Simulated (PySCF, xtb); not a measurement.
C3H6, SMILES C=CC.

xtb with GFN2-xTB at its own geometry gives an orbital gap of 5.46 eV and a dipole moment of 0.45 D.

Coordinates come from a r2SCAN-D4/def2-TZVP optimisation.

What does PBE/def2-TZVPD run with PySCF give? (Estimate from the structure and the level; the computed values follow.)

gap 5.58 eV (levels -6.25 and -0.67 eV), dipole 0.44 D.
